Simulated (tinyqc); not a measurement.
Worked calculation (part 1 of 2): MP2 on RHF in the sto-3g basis, frozen core, for H3O+, spin multiplicity 1. Computed by tinyqc, a small Python program that keeps every step (integrals from PySCF). Settings: charge = 1, multiplicity = 1, basis = sto-3g, method = RHF, frozen orbitals = 1, energy threshold = 1e-10, iteration cap = 71, orthogonalisation = canonical, start = Wolfsberg-Helmholz matrix, DIIS depth = 6. Command: `OMP_NUM_THREADS=1 python tinyqc.py 26190 26191 out.jsonl` (the two numbers bound the seeds that draw the settings). One thread of a shared host (Intel(R) Xeon(R) Processor @ 2.60GHz), about 0.1 s of CPU time with the checks. Later iterations appear only in the table of the cycle.

## One-electron integrals

Geometry (angstrom):
```
atom        x        y       z
O      0.0000   0.0000  0.1330
H      1.0330   0.0000  0.0000
H     -0.5160   0.8940  0.0000
H     -0.5160  -0.8940  0.0000
```

Basis sto-3g: exponents (1/bohr^2) and contraction coefficients of normalised primitives:
```
element  l (shell)  exponent  coefficient
O            s (1)  130.7093       0.1543
O            s (1)   23.8089       0.5353
O            s (1)    6.4436       0.4446
O            s (2)    5.0332      -0.1000
O            s (2)    1.1696       0.3995
O            s (2)    0.3804       0.7001
O            p (3)    5.0332       0.1559
O            p (3)    1.1696       0.6077
O            p (3)    0.3804       0.3920
H            s (1)    3.4253       0.1543
H            s (1)    0.6239       0.5353
H            s (1)    0.1689       0.4446
```

Overlap, kinetic and nuclear-attraction integrals over the contracted functions; the nuclear repulsion is the sum of Za Zb / Rab.

nuclear repulsion = 13.087596 hartree

overlap S:
```
         1O 1s   1O 2s   1O 2px   1O 2py   1O 2pz    2H 1s    3H 1s    4H 1s
1O 1s   1.0000  0.2367   0.0000   0.0000   0.0000   0.0442   0.0442   0.0442
1O 2s   0.2367  1.0000   0.0000   0.0000   0.0000   0.4212   0.4216   0.4216
1O 2px  0.0000  0.0000   1.0000   0.0000   0.0000   0.3599  -0.1800  -0.1800
1O 2py  0.0000  0.0000   0.0000   1.0000   0.0000   0.0000   0.3119  -0.3119
1O 2pz  0.0000  0.0000   0.0000   0.0000   1.0000  -0.0463  -0.0464  -0.0464
2H 1s   0.0442  0.4212   0.3599   0.0000  -0.0463   1.0000   0.1671   0.1671
3H 1s   0.0442  0.4216  -0.1800   0.3119  -0.0464   0.1671   1.0000   0.1672
4H 1s   0.0442  0.4216  -0.1800  -0.3119  -0.0464   0.1671   0.1672   1.0000
```

kinetic energy T (hartree):
```
          1O 1s    1O 2s   1O 2px   1O 2py   1O 2pz    2H 1s    3H 1s    4H 1s
1O 1s   29.0032  -0.1680   0.0000   0.0000   0.0000  -0.0069  -0.0069  -0.0069
1O 2s   -0.1680   0.8081   0.0000   0.0000   0.0000   0.0918   0.0921   0.0921
1O 2px   0.0000   0.0000   2.5287   0.0000   0.0000   0.2218  -0.1111  -0.1111
1O 2py   0.0000   0.0000   0.0000   2.5287   0.0000   0.0000   0.1925  -0.1925
1O 2pz   0.0000   0.0000   0.0000   0.0000   2.5287  -0.0286  -0.0286  -0.0286
2H 1s   -0.0069   0.0918   0.2218   0.0000  -0.0286   0.7600  -0.0058  -0.0058
3H 1s   -0.0069   0.0921  -0.1111   0.1925  -0.0286  -0.0058   0.7600  -0.0058
4H 1s   -0.0069   0.0921  -0.1111  -0.1925  -0.0286  -0.0058  -0.0058   0.7600
```

nuclear attraction V (hartree):
```
           1O 1s     1O 2s    1O 2px    1O 2py    1O 2pz    2H 1s    3H 1s    4H 1s
1O 1s   -62.1434   -7.5440    0.0000    0.0000    0.0050  -1.4427  -1.4453  -1.4453
1O 2s    -7.5440  -10.5651    0.0002    0.0000    0.0607  -3.4806  -3.4853  -3.4853
1O 2px    0.0000    0.0002  -10.5402    0.0000    0.0000  -2.6406   1.3215   1.3215
1O 2py    0.0000    0.0000    0.0000  -10.5405    0.0000   0.0000  -2.2895   2.2895
1O 2pz    0.0050    0.0607    0.0000    0.0000  -10.3935   0.3557   0.3563   0.3563
2H 1s    -1.4427   -3.4806   -2.6406    0.0000    0.3557  -5.7763  -1.0981  -1.0981
3H 1s    -1.4453   -3.4853    1.3215   -2.2895    0.3563  -1.0981  -5.7789  -1.0992
4H 1s    -1.4453   -3.4853    1.3215    2.2895    0.3563  -1.0981  -1.0992  -5.7789
```

core Hamiltonian H = T + V (hartree):
```
           1O 1s    1O 2s   1O 2px   1O 2py   1O 2pz    2H 1s    3H 1s    4H 1s
1O 1s   -33.1402  -7.7121   0.0000   0.0000   0.0050  -1.4496  -1.4522  -1.4522
1O 2s    -7.7121  -9.7570   0.0002   0.0000   0.0607  -3.3887  -3.3931  -3.3931
1O 2px    0.0000   0.0002  -8.0115   0.0000   0.0000  -2.4188   1.2103   1.2103
1O 2py    0.0000   0.0000   0.0000  -8.0117   0.0000   0.0000  -2.0970   2.0970
1O 2pz    0.0050   0.0607   0.0000   0.0000  -7.8648   0.3272   0.3277   0.3277
2H 1s    -1.4496  -3.3887  -2.4188   0.0000   0.3272  -5.0162  -1.1039  -1.1039
3H 1s    -1.4522  -3.3931   1.2103  -2.0970   0.3277  -1.1039  -5.0189  -1.1050
4H 1s    -1.4522  -3.3931   1.2103   2.0970   0.3277  -1.1039  -1.1050  -5.0189
```

## Two-electron integrals

Functions are numbered as in S; the eight-fold symmetry (ij|kl) = (ji|kl) = (kl|ij) leaves the list below.

Two-electron integrals (ij|kl) in chemists' order, unique and non-zero (hartree):
```
(11|11) 4.7851      (21|11) 0.7414      (21|21) 0.1369      (22|11) 1.1189
(22|21) 0.2566      (22|22) 0.8172      (31|31) 0.0245      (32|31) 0.0378
(32|32) 0.1805      (33|11) 1.1158      (33|21) 0.2567      (33|22) 0.8170
(33|33) 0.8802      (41|41) 0.0245      (42|41) 0.0378      (42|42) 0.1805
(43|43) 0.0474      (44|11) 1.1158      (44|21) 0.2567      (44|22) 0.8170
(44|33) 0.7853      (44|44) 0.8802      (51|51) 0.0245      (52|51) 0.0378
(52|52) 0.1805      (53|53) 0.0474      (54|54) 0.0474      (55|11) 1.1158
(55|21) 0.2567      (55|22) 0.8170      (55|33) 0.7853      (55|44) 0.7853
(55|55) 0.8802      (61|11) 0.1402      (61|21) 0.0257      (61|22) 0.0478
(61|31) 0.0012      (61|32) 0.0022      (61|33) 0.0480      (61|44) 0.0478
(61|51) -1.51e-04   (61|52) -2.84e-04   (61|53) -3.63e-05   (61|55) 0.0478
(61|61) 0.0049      (62|11) 0.3481      (62|21) 0.0809      (62|22) 0.2860
(62|31) 0.0060      (62|32) 0.0465      (62|33) 0.2953      (62|44) 0.2811
(62|51) -0.0008     (62|52) -0.0060     (62|53) -0.0018     (62|55) 0.2813
(62|61) 0.0155      (62|62) 0.1249      (63|11) 0.2517      (63|21) 0.0592
(63|22) 0.2236      (63|31) 0.0122      (63|32) 0.0834      (63|33) 0.2433
(63|44) 0.2135      (63|51) -4.97e-04   (63|52) -0.0044     (63|53) -0.0026
(63|55) 0.2136      (63|61) 0.0118      (63|62) 0.1186      (63|63) 0.1289
(64|41) 0.0084      (64|42) 0.0491      (64|43) 0.0096      (64|54) -0.0012
(64|64) 0.0176      (65|11) -0.0324     (65|21) -0.0076     (65|22) -0.0288
(65|31) -4.97e-04   (65|32) -0.0044     (65|33) -0.0289     (65|44) -0.0275
(65|51) 0.0084      (65|52) 0.0496      (65|53) 0.0098      (65|55) -0.0300
(65|61) -0.0015     (65|62) -0.0153     (65|63) -0.0143     (65|65) 0.0195
(66|11) 0.4943      (66|21) 0.1167      (66|22) 0.4739      (66|31) 0.0111
(66|32) 0.1183      (66|33) 0.5104      (66|44) 0.4549      (66|51) -0.0014
(66|52) -0.0152     (66|53) -0.0072     (66|55) 0.4558      (66|61) 0.0225
(66|62) 0.2629      (66|63) 0.2850      (66|65) -0.0367     (66|66) 0.7746
(71|11) 0.1405      (71|21) 0.0257      (71|22) 0.0479      (71|31) -0.0006
(71|32) -0.0011     (71|33) 0.0479      (71|41) 0.0010      (71|42) 0.0019
(71|43) -1.22e-04   (71|44) 0.0481      (71|51) -1.52e-04   (71|52) -2.84e-04
(71|53) 1.82e-05    (71|54) -3.15e-05   (71|55) 0.0478      (71|61) 0.0048
(71|62) 0.0149      (71|63) 0.0107      (71|64) 4.17e-04    (71|65) -0.0015
(71|66) 0.0215      (71|71) 0.0049      (72|11) 0.3486      (72|21) 0.0810
(72|22) 0.2864      (72|31) -0.0030     (72|32) -0.0233     (72|33) 0.2850
(72|41) 0.0052      (72|42) 0.0403      (72|43) -0.0062     (72|44) 0.2921
(72|51) -0.0008     (72|52) -0.0060     (72|53) 0.0009      (72|54) -0.0016
(72|55) 0.2817      (72|61) 0.0149      (72|62) 0.0977      (72|63) 0.0710
(72|64) 0.0109      (72|65) -0.0116     (72|66) 0.1647      (72|71) 0.0155
(72|72) 0.1252      (73|11) -0.1259     (73|21) -0.0296     (73|22) -0.1119
(73|31) 0.0094      (73|32) 0.0577      (73|33) -0.1178     (73|41) -0.0017
(73|42) -0.0149     (73|43) 0.0106      (73|44) -0.1108     (73|51) 2.49e-04
(73|52) 0.0022      (73|53) -0.0016     (73|54) 0.0006      (73|55) -0.1069
(73|61) -0.0050     (73|62) -0.0260     (73|63) -0.0062     (73|64) -0.0023
(73|65) 0.0030      (73|66) -0.0329     (73|71) -0.0059     (73|72) -0.0594
(73|73) 0.0455      (74|11) 0.2182      (74|21) 0.0513      (74|22) 0.1938
(74|31) -0.0017     (74|32) -0.0149     (74|33) 0.1874      (74|41) 0.0113
(74|42) 0.0749      (74|43) -0.0088     (74|44) 0.2086      (74|51) -4.31e-04
(74|52) -0.0038     (74|53) 0.0006      (74|54) -0.0023     (74|55) 0.1852
(74|61) 0.0095      (74|62) 0.0669      (74|63) 0.0482      (74|64) 0.0203
(74|65) -0.0078     (74|66) 0.1142      (74|71) 0.0103      (74|72) 0.1030
(74|73) -0.0483     (74|74) 0.1013      (75|11) -0.0325     (75|21) -0.0076
(75|22) -0.0288     (75|31) 2.49e-04    (75|32) 0.0022      (75|33) -0.0279
(75|41) -4.31e-04   (75|42) -0.0038     (75|43) 0.0006      (75|44) -0.0286
(75|51) 0.0085      (75|52) 0.0497      (75|53) -0.0049     (75|54) 0.0085
(75|55) -0.0300     (75|61) -0.0015     (75|62) -0.0116     (75|63) -0.0083
(75|64) -0.0013     (75|65) 0.0145      (75|66) -0.0212     (75|71) -0.0015
(75|72) -0.0153     (75|73) 0.0072      (75|74) -0.0124     (75|75) 0.0195
(76|11) 0.1054      (76|21) 0.0247      (76|22) 0.0936      (76|31) 0.0007
(76|32) 0.0067      (76|33) 0.0942      (76|41) 0.0013      (76|42) 0.0116
(76|43) 3.65e-04    (76|44) 0.0946      (76|51) -3.84e-04   (76|52) -0.0034
(76|53) -4.00e-04   (76|54) -0.0007     (76|55) 0.0919      (76|61) 0.0047
(76|62) 0.0391      (76|63) 0.0347      (76|64) 0.0041      (76|65) -0.0054
(76|66) 0.0827      (76|71) 0.0047      (76|72) 0.0392      (76|73) -0.0138
(76|74) 0.0322      (76|75) -0.0054     (76|76) 0.0149      (77|11) 0.4946
(77|21) 0.1168      (77|22) 0.4741      (77|31) -0.0055     (77|32) -0.0592
(77|33) 0.4690      (77|41) 0.0096      (77|42) 0.1025      (77|43) -0.0241
(77|44) 0.4968      (77|51) -0.0014     (77|52) -0.0153     (77|53) 0.0036
(77|54) -0.0062     (77|55) 0.4560      (77|61) 0.0214      (77|62) 0.1646
(77|63) 0.1153      (77|64) 0.0286      (77|65) -0.0212     (77|66) 0.2937
(77|71) 0.0226      (77|72) 0.2633      (77|73) -0.1426     (77|74) 0.2471
(77|75) -0.0368     (77|76) 0.0827      (77|77) 0.7746      (81|11) 0.1405
(81|21) 0.0257      (81|22) 0.0479      (81|31) -0.0006     (81|32) -0.0011
(81|33) 0.0479      (81|41) -0.0010     (81|42) -0.0019     (81|43) 1.22e-04
(81|44) 0.0481      (81|51) -1.52e-04   (81|52) -2.84e-04   (81|53) 1.82e-05
(81|54) 3.15e-05    (81|55) 0.0478      (81|61) 0.0048      (81|62) 0.0149
(81|63) 0.0107      (81|64) -4.17e-04   (81|65) -0.0015     (81|66) 0.0215
(81|71) 0.0048      (81|72) 0.0149      (81|73) -0.0057     (81|74) 0.0091
(81|75) -0.0015     (81|76) 0.0045      (81|77) 0.0215      (81|81) 0.0049
(82|11) 0.3486      (82|21) 0.0810      (82|22) 0.2864      (82|31) -0.0030
(82|32) -0.0233     (82|33) 0.2850      (82|41) -0.0052     (82|42) -0.0403
(82|43) 0.0062      (82|44) 0.2921      (82|51) -0.0008     (82|52) -0.0060
(82|53) 0.0009      (82|54) 0.0016      (82|55) 0.2817      (82|61) 0.0149
(82|62) 0.0977      (82|63) 0.0710      (82|64) -0.0109     (82|65) -0.0116
(82|66) 0.1647      (82|71) 0.0149      (82|72) 0.0978      (82|73) -0.0450
(82|74) 0.0561      (82|75) -0.0116     (82|76) 0.0315      (82|77) 0.1648
(82|81) 0.0155      (82|82) 0.1252      (83|11) -0.1259     (83|21) -0.0296
(83|22) -0.1119     (83|31) 0.0094      (83|32) 0.0577      (83|33) -0.1178
(83|41) 0.0017      (83|42) 0.0149      (83|43) -0.0106     (83|44) -0.1108
(83|51) 2.49e-04    (83|52) 0.0022      (83|53) -0.0016     (83|54) -0.0006
(83|55) -0.1069     (83|61) -0.0050     (83|62) -0.0260     (83|63) -0.0062
(83|64) 0.0023      (83|65) 0.0030      (83|66) -0.0329     (83|71) -0.0057
(83|72) -0.0450     (83|73) 0.0336      (83|74) -0.0252     (83|75) 0.0053
(83|76) -0.0108     (83|77) -0.0825     (83|81) -0.0059     (83|82) -0.0594
(83|83) 0.0455      (84|11) -0.2182     (84|21) -0.0513     (84|22) -0.1938
(84|31) 0.0017      (84|32) 0.0149      (84|33) -0.1874     (84|41) 0.0113
(84|42) 0.0749      (84|43) -0.0088     (84|44) -0.2086     (84|51) 4.31e-04
(84|52) 0.0038      (84|53) -0.0006     (84|54) -0.0023     (84|55) -0.1852
(84|61) -0.0095     (84|62) -0.0669     (84|63) -0.0482     (84|64) 0.0203
(84|65) 0.0078      (84|66) -0.1142     (84|71) -0.0091     (84|72) -0.0561
(84|73) 0.0252      (84|74) -0.0195     (84|75) 0.0065      (84|76) -0.0188
(84|77) -0.0856     (84|81) -0.0103     (84|82) -0.1030     (84|83) 0.0483
(84|84) 0.1013      (85|11) -0.0325     (85|21) -0.0076     (85|22) -0.0288
(85|31) 2.49e-04    (85|32) 0.0022      (85|33) -0.0279     (85|41) 4.31e-04
(85|42) 0.0038      (85|43) -0.0006     (85|44) -0.0286     (85|51) 0.0085
(85|52) 0.0497      (85|53) -0.0049     (85|54) -0.0085     (85|55) -0.0300
(85|61) -0.0015     (85|62) -0.0116     (85|63) -0.0083     (85|64) 0.0013
(85|65) 0.0145      (85|66) -0.0212     (85|71) -0.0015     (85|72) -0.0116
(85|73) 0.0053      (85|74) -0.0065     (85|75) 0.0146      (85|76) -0.0042
(85|77) -0.0213     (85|81) -0.0015     (85|82) -0.0153     (85|83) 0.0072
(85|84) 0.0124      (85|85) 0.0195      (86|11) 0.1054      (86|21) 0.0247
(86|22) 0.0936      (86|31) 0.0007      (86|32) 0.0067      (86|33) 0.0942
(86|41) -0.0013     (86|42) -0.0116     (86|43) -3.65e-04   (86|44) 0.0946
(86|51) -3.84e-04   (86|52) -0.0034     (86|53) -4.00e-04   (86|54) 0.0007
(86|55) 0.0919      (86|61) 0.0047      (86|62) 0.0391      (86|63) 0.0347
(86|64) -0.0041     (86|65) -0.0054     (86|66) 0.0827      (86|71) 0.0045
(86|72) 0.0315      (86|73) -0.0108     (86|74) 0.0188      (86|75) -0.0042
(86|76) 0.0121      (86|77) 0.0541      (86|81) 0.0047      (86|82) 0.0392
(86|83) -0.0138     (86|84) -0.0322     (86|85) -0.0054     (86|86) 0.0149
(87|11) 0.1055      (87|21) 0.0247      (87|22) 0.0937      (87|31) -0.0015
(87|32) -0.0134     (87|33) 0.0949      (87|44) 0.0941      (87|51) -3.85e-04
(87|52) -0.0034     (87|53) 0.0008      (87|55) 0.0920      (87|61) 0.0045
(87|62) 0.0315      (87|63) 0.0217      (87|65) -0.0042     (87|66) 0.0541
(87|71) 0.0047      (87|72) 0.0392      (87|73) -0.0209     (87|74) 0.0281
(87|75) -0.0054     (87|76) 0.0121      (87|77) 0.0828      (87|81) 0.0047
(87|82) 0.0392      (87|83) -0.0209     (87|84) -0.0281     (87|85) -0.0054
(87|86) 0.0121      (87|87) 0.0150      (88|11) 0.4946      (88|21) 0.1168
(88|22) 0.4741      (88|31) -0.0055     (88|32) -0.0592     (88|33) 0.4690
(88|41) -0.0096     (88|42) -0.1025     (88|43) 0.0241      (88|44) 0.4968
(88|51) -0.0014     (88|52) -0.0153     (88|53) 0.0036      (88|54) 0.0062
(88|55) 0.4560      (88|61) 0.0214      (88|62) 0.1646      (88|63) 0.1153
(88|64) -0.0286     (88|65) -0.0212     (88|66) 0.2937      (88|71) 0.0215
(88|72) 0.1648      (88|73) -0.0825     (88|74) 0.0856      (88|75) -0.0213
(88|76) 0.0541      (88|77) 0.2938      (88|81) 0.0226      (88|82) 0.2633
(88|83) -0.1426     (88|84) -0.2471     (88|85) -0.0368     (88|86) 0.0827
(88|87) 0.0828      (88|88) 0.7746
```

## Orthogonalisation

S = U s U^T; canonical form X = U s^(-1/2), so that X^T S X = 1. Each column of U has its largest component positive (the first on a tie).

eigenvalues of S: 0.3824  0.4674  0.4678  0.9678  1.0188  1.3652  1.3654  1.9651

X:
```
              1        2        3        4        5        6        7        8
1O 1s   -0.3641   0.0000  -0.0012   0.7674   0.5729   0.0001   0.0000   0.1512
1O 2s    1.2555   0.0000   0.0031  -0.0242   0.1048   0.0002   0.0000   0.4429
1O 2px  -0.0028   0.0000   0.9327   0.0001   0.0000   0.6591   0.0000  -0.0002
1O 2py   0.0000   0.9330   0.0000   0.0000   0.0000   0.0000   0.6591   0.0000
1O 2pz  -0.1228   0.0000  -0.0002  -0.6184   0.7802   0.0000   0.0000  -0.0447
2H 1s   -0.5421   0.0000  -0.9207  -0.1431  -0.1057   0.4460   0.0000   0.3095
3H 1s   -0.5465  -0.7965   0.4582  -0.1430  -0.1057  -0.2227   0.3860   0.3099
4H 1s   -0.5465   0.7965   0.4582  -0.1430  -0.1057  -0.2227  -0.3860   0.3099
```

## Starting guess

The start is the generalised Wolfsberg-Helmholz matrix (K = 1.75) built on H; D = 2 C_occ C_occ^T.

D at the start:
```
          1O 1s    1O 2s   1O 2px   1O 2py   1O 2pz    2H 1s    3H 1s    4H 1s
1O 1s    2.0485  -0.1970  -0.0001   0.0000  -0.0286  -0.1208  -0.1209  -0.1209
1O 2s   -0.1970   0.9780   0.0005   0.0000   0.1019   0.2921   0.2925   0.2925
1O 2px  -0.0001   0.0005   1.3945   0.0000  -0.0001   0.4168  -0.2083  -0.2083
1O 2py   0.0000   0.0000   0.0000   1.3938   0.0000   0.0000   0.3610  -0.3610
1O 2pz  -0.0286   0.1019  -0.0001   0.0000   1.9911  -0.0205  -0.0205  -0.0205
2H 1s   -0.1208   0.2921   0.4168   0.0000  -0.0205   0.2149   0.0283   0.0283
3H 1s   -0.1209   0.2925  -0.2083   0.3610  -0.0205   0.0283   0.2154   0.0283
4H 1s   -0.1209   0.2925  -0.2083  -0.3610  -0.0205   0.0283   0.0283   0.2154
```

## Iteration 1: building the Fock matrix

J_ij = sum D_kl (ij|kl), K_ij = sum D_kl (ik|jl); F = H + J - 0.5 K; E = tr D H + tr D J / 2 - 0.25 tr D K + E_nn.

Coulomb J (hartree):
```
          1O 1s    1O 2s   1O 2px   1O 2py   1O 2pz    2H 1s    3H 1s    4H 1s
1O 1s   17.4177   3.2946   0.0000   0.0000   0.0018   0.6182   0.6193   0.6193
1O 2s    3.2946   8.2474   0.0000   0.0000  -0.0033   2.8523   2.8561   2.8561
1O 2px   0.0000   0.0000   8.2430   0.0000   0.0000   2.2162  -1.1090  -1.1090
1O 2py   0.0000   0.0000   0.0000   8.2430   0.0000   0.0000   1.9214  -1.9214
1O 2pz   0.0018  -0.0033   0.0000   0.0000   8.2332  -0.2871  -0.2876  -0.2876
2H 1s    0.6182   2.8523   2.2162   0.0000  -0.2871   4.7495   0.9303   0.9303
3H 1s    0.6193   2.8561  -1.1090   1.9214  -0.2876   0.9303   4.7521   0.9312
4H 1s    0.6193   2.8561  -1.1090  -1.9214  -0.2876   0.9303   0.9312   4.7521
```

exchange K (hartree):
```
          1O 1s   1O 2s   1O 2px   1O 2py   1O 2pz    2H 1s    3H 1s    4H 1s
1O 1s    9.7112  1.7033   0.0000   0.0000  -0.0032   0.3278   0.3284   0.3284
1O 2s    1.7033  2.4991   0.0001   0.0000   0.0257   1.0192   1.0204   1.0204
1O 2px   0.0000  0.0001   2.0735   0.0000   0.0000   0.7577  -0.3790  -0.3790
1O 2py   0.0000  0.0000   0.0000   2.0735   0.0000   0.0000   0.6567  -0.6567
1O 2pz  -0.0032  0.0257   0.0000   0.0000   2.2208  -0.0886  -0.0888  -0.0888
2H 1s    0.3278  1.0192   0.7577   0.0000  -0.0886   0.9574   0.3205   0.3205
3H 1s    0.3284  1.0204  -0.3790   0.6567  -0.0888   0.3205   0.9590   0.3208
4H 1s    0.3284  1.0204  -0.3790  -0.6567  -0.0888   0.3205   0.3208   0.9590
```

Fock matrix F (hartree):
```
           1O 1s    1O 2s   1O 2px   1O 2py   1O 2pz    2H 1s    3H 1s    4H 1s
1O 1s   -20.5781  -5.2691   0.0000   0.0000   0.0084  -0.9953  -0.9972  -0.9972
1O 2s    -5.2691  -2.7591   0.0001   0.0000   0.0446  -1.0460  -1.0473  -1.0473
1O 2px    0.0000   0.0001  -0.8053   0.0000   0.0000  -0.5815   0.2909   0.2909
1O 2py    0.0000   0.0000   0.0000  -0.8055   0.0000   0.0000  -0.5040   0.5040
1O 2pz    0.0084   0.0446   0.0000   0.0000  -0.7420   0.0844   0.0845   0.0845
2H 1s    -0.9953  -1.0460  -0.5815   0.0000   0.0844  -0.7455  -0.3339  -0.3339
3H 1s    -0.9972  -1.0473   0.2909  -0.5040   0.0845  -0.3339  -0.7463  -0.3342
4H 1s    -0.9972  -1.0473   0.2909   0.5040   0.0845  -0.3339  -0.3342  -0.7463
```

total energy of this density = -75.113957 hartree
